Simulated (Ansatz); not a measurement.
# AlC (doublet): from a generated start to a stationary point

Where does this start of AlC (doublet) end when it is relaxed?

The runs use Ansatz 0.2.0, Gaussian basis; UKS PBE0/def2-TZVP.

## Step 1: Starting geometry

2 atoms, charge 0, spin multiplicity 2.

Atoms are counted from 1 here; the program's logs count them from 0.

Bond lengths: Al1–C2 1.832 Å.

The start is set by covalent radii. Sticks and bond lists go by distance. 

## Step 2: The run

in.yaml

```yaml
crystal:
  periodic: [false, false, false]
  atoms:
    - {symbol: Al, position_ang: [0.000000, 0.000000, 0.000000]}
    - {symbol: C, position_ang: [0.000000, 0.000000, 1.832100]}
basis:
  gaussian: {orbitals: def2-TZVP}
magnetization: {spin_polarized: true, initial_magnetization: 1}
hamiltonian: {xc: pbe0}
relax: {f_tol: 0.004, max_steps: 80}
```

The run is started by

```bash
$ ansatz run in.yaml --threads 1 --pin off --events-out ev --progress --plain --max-ram 1740MiB
```

Before running it: what results should come out? Wanted: energy gained; shift from the start; total energy; dipole moment; ⟨S²⟩.

The runs gave:

| quantity | value |
| --- | --- |
| steps | 5 |
| energy gained | 0.122 eV |
| shift from the start (rms) | 0.062 Å |
| total energy | -7623.7057 eV |
| dipole moment | 2.36 D |
| ⟨S²⟩ | 1.778 |

What this shows: The bonds of the start are those of the end. Al1–C2 went from 1.832 to 1.956 Å. The determinant is spin-contaminated (excess 1.03). No vibrations were run, so this is a stationary point, not a proven minimum, and this spin need not be the ground state's.
